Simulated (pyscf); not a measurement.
## Addition across a multiple bond or ene-type step: HAs=AsH (SMILES [AsH]=[AsH]) + H₂O (SMILES O) → HO–AsH–AsH₂ (SMILES O[AsH][AsH2])

Gas phase, singlet surface, charge 0. Bonds broken: O5–H6. Bonds formed: As1–O5, As2–H6. PySCF, gas phase, ωB97X-D3(BJ)/def2-SVP geometries. Correlated levels are frozen-core, on RHF or UHF. ΔMP2 is the change of the MP2 total energy from the triple- to the quadruple-zeta basis.

Transition state (Å):

```xyz
7

As    -0.6556     0.9880     0.1031
As     0.8349    -0.1740    -1.3083
H      0.1938     0.7609     1.3517
H     -0.0039     0.1745    -2.5315
O     -1.4726    -0.8188     0.2519
H     -0.5306    -1.1477    -0.4764
H     -1.4780    -1.2165     1.1399
```

One imaginary mode, 1460i cm⁻¹; descent along it reached the two sides named.

```tsv
bond	change	reactant side (Å)	saddle	product side
O5–H6	breaks	0.966	1.235	3.1
As1–O5	forms	2.9	1.989	1.795
As2–H6	forms	4.2	1.872	1.522
```

Electronic energies relative to the separated reactants (eV):

| level | barrier | reaction energy | reverse barrier |
|---|---|---|---|
| ωB97X-D3(BJ)/def2-TZVP | 0.83 | -0.68 | 1.51 |
| PBE/def2-TZVP | 0.68 | -0.44 | 1.13 |
| r²SCAN/def2-TZVP | 0.75 | -0.54 | 1.29 |
| B3LYP-D3(BJ)/def2-TZVP | 0.89 | -0.48 | 1.36 |
| PBE0-D3(BJ)/def2-TZVP | 0.77 | -0.55 | 1.31 |
| M06-2X/def2-TZVP | 0.84 | -0.55 | 1.39 |
| ωB97M-D3(BJ)/def2-TZVP | 0.87 | -0.54 | 1.41 |
| HF/def2-TZVP | 1.57 | -0.47 | 2.04 |
| MP2/def2-QZVPP | 1.00 | -0.31 | 1.32 |
| CCSD/def2-TZVPP | 1.19 | -0.37 | 1.56 |
| CCSD(T)/def2-TZVPP | 1.10 | -0.33 | 1.43 |
| CCSD(T)/def2-TZVPP + ΔMP2(QZVPP) | 1.12 | -0.30 | 1.41 |

With CCSD(T)/def2-TZVPP + ΔMP2(QZVPP) energies and thermal terms (ideal gas, 1 atm, RRHO with modes under 100 cm⁻¹ raised to 100, one conformer, R ln 2 for rigid chiral ones), in eV:

| T (K) | ΔH‡ | ΔG‡ | ΔH | ΔG |
|---|---|---|---|---|
| 298 | 1.01 | 1.45 | -0.30 | +0.09 |
| 600 | 1.02 | 1.90 | -0.28 | +0.49 |
| 900 | 1.06 | 2.33 | -0.23 | +0.86 |
| 1200 | 1.10 | 2.75 | -0.17 | +1.22 |

One saddle was located; it need not be the lowest between these sides. The CCSD(T) − MP2 part came from Ansatz, without density fitting, on the same reference. The frozen core leaves the outer d or s,p core shells of the metals and heavy elements correlated in the MP2 and CC values, and def2-TZVPP describes them poorly, which can shift differences by a few kcal/mol. Elements up to Kr have no core potential and no relativistic terms here.
